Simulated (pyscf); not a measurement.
PySCF, gas phase, ωB97X-D3(BJ)/def2-SVP geometries. MP2 and CC: frozen core, UHF for open shells. ΔMP2 is the change of the MP2 total energy from the triple- to the quadruple-zeta basis.

Question: `[NH2][SiH]([F])[F]` -> `[F][Si][F]` [singlet] + `[NH3]`
Surface: singlet. Broken: N–Si, H–Si. Formed: H–N. Give ΔE‡ and ΔE from CCSD(T)/def2-TZVPP + ΔMP2(QZVPP), relative to the reactant's lowest minimum found.

Answer: ΔE‡ = 3.41 eV, ΔE = +2.24 eV. Zero-point energy shifts the barrier by -0.09 eV. It is a 1,1-elimination, with an imaginary mode of 1603i cm⁻¹. On the product side the descent ends in an adduct with a N–Si contact, 0.86 eV under the separated species and 1.95 eV under the saddle at ωB97X-D3(BJ)/def2-TZVP. What is counted as broken (N–Si) persists as a longer contact in the product adduct; parting that adduct is a step of its own. This is the saddle that the search found; another between the same sides may lie lower. The CCSD(T) − MP2 part came from Ansatz, without density fitting, on the same reference.
